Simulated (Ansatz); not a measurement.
Results of revPBE (Ansatz, a quantum-chemistry and plane-wave program, plane waves, PAW) for CsCl-type TlBr.

Settings: plane-wave cutoff 520 eV, 8×8×8 k mesh, Fermi–Dirac smearing 0.01 eV, scalar-relativistic PAW data made under PBE.

Pressure at four volumes; x = ln(V/35.971 Å³). One pressure is withheld.

| V (Å³/atom) | x | P (GPa) |
|---|---|---|
| 33.813 | -0.0619 | ? |
| 34.532 | -0.0408 | 0.653 |
| 35.971 | 0.0000 | 0.001 |
| 38.130 | 0.0583 | -0.718 |

**Question.** Pass a parabola P(x) through the three rows shown, estimate the bulk modulus and its pressure derivative near zero pressure, and predict the withheld pressure.

**Answer.** Slopes between the rows: (0.001 − (0.653))/(0.0000 − (-0.0408)) = -15.98 and (-0.718 − (0.001))/(0.0583 − (0.0000)) = -12.33 GPa. Their difference over the span 0.0991 is c = 3.65/0.0991 = 36.8 GPa, so P(x) = 0.653 + (-15.98)(x − (-0.0408)) + 36.8 (x − (-0.0408))(x − (0.0000)). At the middle row B = −dP/dx = −[-15.98 + 36.8 × 0.0408] = 14.5 GPa, and B′ = dB/dP = 2c/B = 5.1. At x = -0.0619 the parabola gives 1.038 GPa; the run gives 1.045 GPa. The Birch–Murnaghan fit to the energies at all volumes has B0 = 14.4 GPa and B′ = 5.2.

Note: the cell is over a tenth larger than the published one: the level's own overestimate first of all, though another phase or state, or a fault of the published cell, is possible.

Spin–orbit coupling is not included; it can shift volumes and moduli of such heavy elements.
